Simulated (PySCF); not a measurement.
Input of a run (PBE0-D3(BJ)/def2-SVP geometry optimisation, gas phase (PySCF 2.14.0)), started from GFN2-xTB:
```
{"job": {"xc": "PBE0", "basis": "def2-SVP", "d3": "d3bj", "grid": 1, "shake": 0.01, "kind": "geom"}, "charge": 0, "multiplicity": 1}
C      1.344670     0.585460    -0.034390
S      0.067890    -0.625700    -0.500100
C     -1.404250    -0.096490     0.437100
O      0.527630    -1.903710    -0.018370
O     -0.214780    -0.492110    -1.908880
H      0.962210     1.590990    -0.343410
H      2.248580     0.365060    -0.564200
H      1.495490     0.559080     1.025480
H     -2.190200    -0.780010     0.246670
H     -1.653800     0.902200     0.137310
H     -1.145320    -0.130600     1.507130
```

Output (energies in Eh, forces in Eh/bohr):
```
step   0  E = -627.70485894  max force = 0.040022
step   1  E = -627.70783505  max force = 0.013323
step   2  E = -627.71072673  max force = 0.007256
step   3  E = -627.71124442  max force = 0.002171
step   4  E = -627.71128635  max force = 0.000777
step   5  E = -627.71130735  max force = 0.000527
step   6  E = -627.71132223  max force = 0.001027
step   7  E = -627.71133533  max force = 0.000873
step   8  E = -627.71134180  max force = 0.000358
optimisation converged
```

**Question.** Summarise the run.

**Answer.** The energy falls by 0.176 eV over 9 energy and gradient evaluations, the largest force component goes from 0.0400 to 3.6e-04 Eh/bohr, and the atoms move by 0.059 Å rms after alignment. Among the bonds, S2–C3 and C3–H9 change most and about equally (-0.039 to +0.040 Å). Bonds longer at the end by more than 0.005 Å: 6 of 10; shorter: 3. Among the angles that change most is S2–C1–H7, from 109.2° to 104.5°. The energy never rose by more than 1e-6 Eh on the way. The first step brought 46 % of the lowering.

**Question.** What are the final bond lengths?

**Answer.** C1–S2 1.786 Å, S2–C3 1.785 Å, S2=O4 1.460 Å, S2=O5 1.459 Å, C1–H6 1.097 Å, C1–H7 1.099 Å, C1–H8 1.097 Å, C3–H9 1.099 Å, C3–H10 1.097 Å, C3–H11 1.097 Å. Numbering counts from 1 in the input's order; the species is `CS(C)(=O)=O`.

The run used 104 basis functions and 61 SCF cycles in all.

Not checked by PBE0-D3(BJ)/def2-SVP frequencies.
